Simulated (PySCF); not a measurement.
nitrogen trifluoride cation (F3N), SMILES FN(F)F (connectivity only; charge and spin as stated), charge +1, multiplicity 2.

Coordinates come from a PBE-D3(BJ)/def2-TZVP optimisation. The spin state was assumed, not searched.

The numbers are results of TDA-PBE/def2-SVPD in PySCF, not measurements.

Vertical excitations; the highest root listed may be one member of a degenerate set. Gas-phase values at a fixed geometry.

Computed UV-visible absorptions:
```csv
state,energy (eV),λ (nm),f,main pairs
root 1,4.09,303,0.000,β HOMO→LUMO 100 %
root 2,5.06,245,0.009,"β HOMO−1→LUMO, β HOMO−4→LUMO (degenerate set)"
root 3,5.06,245,0.009,"β HOMO−2→LUMO, β HOMO−3→LUMO (degenerate set)"
root 4,5.77,215,0.019,"β HOMO−4→LUMO, β HOMO−1→LUMO (degenerate set)"
root 5,5.77,215,0.019,"β HOMO−3→LUMO, β HOMO−2→LUMO (degenerate set)"
root 6,6.76,183,0.000,α HOMO→LUMO 99 %
root 7,8.82,141,0.023,β HOMO−5→LUMO 94 %
root 8,8.92,139,0.019,α HOMO→LUMO+1 (degenerate set)
root 9,8.92,139,0.019,α HOMO→LUMO+2 (degenerate set)
root 10,8.94,139,0.000,"α HOMO−1→LUMO 64 %, β HOMO→LUMO+1 34 %"
```
Unrestricted roots are not spin-pure.
